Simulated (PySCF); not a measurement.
# Magnetisability: `C#P`, CHP

Geometry (Å), atoms numbered from 1 in this order:
```xyz
3

C    -0.1471    0.0504   -0.0132
P     1.3783    0.2442    0.0770
H    -1.2204   -0.0859   -0.0766
```

The calculation used PySCF 2.14.0, GIAO B3LYP/def2-QZVP magnetisability, rotational g tensor and spin-rotation constants, non-relativistic, gas phase. Geometry: PBE0-D3(BJ)/def2-SVP.

Task: What are the magnetisability and the molar susceptibility?

Result: Isotropic -487 × 10⁻³⁰ J/T², or -29.4 × 10⁻⁶ cm³/mol; principal values -586, -438, -438 × 10⁻³⁰ J/T², anisotropy 147 × 10⁻³⁰ J/T² (root of half the summed squared differences of the principal values). The susceptibility is in cgs units.

Task: Split it along the inertial axes a, b, c into diamagnetic and paramagnetic parts about the centre of mass, with the quadrupole moment.

Result: 
```
axis  χ (10⁻⁶ cm³/mol)  diamagnetic (10⁻⁶ cm³/mol)  paramagnetic (10⁻⁶ cm³/mol)  summed x² of all electrons (Å²)  quadrupole Θ (D Å)
   a             -35.3                       -35.3                          0.0                             18.0               +4.43
   b             -26.4                       -94.1                         67.7                              4.2               -2.22
   c             -26.4                       -94.1                         67.7                              4.2               -2.22
```
Anisotropies 2χaa − χbb − χcc = -17.7 and 2χbb − χaa − χcc = +8.9 × 10⁻⁶ cm³/mol. Θ is traceless in Buckingham's convention.

Task: And the rotational g tensor?

Result: 
| axis | rotational constant (GHz) | g | nuclear part | electronic part |
| --- | --- | --- | --- | --- |
| b | 20.0054 | -0.0465 | 0.5901 | -0.6366 |
| c | 20.0054 | -0.0465 | 0.5901 | -0.6366 |

Linear; isotopes 12C, 1H, 31P; no vibrational averaging.
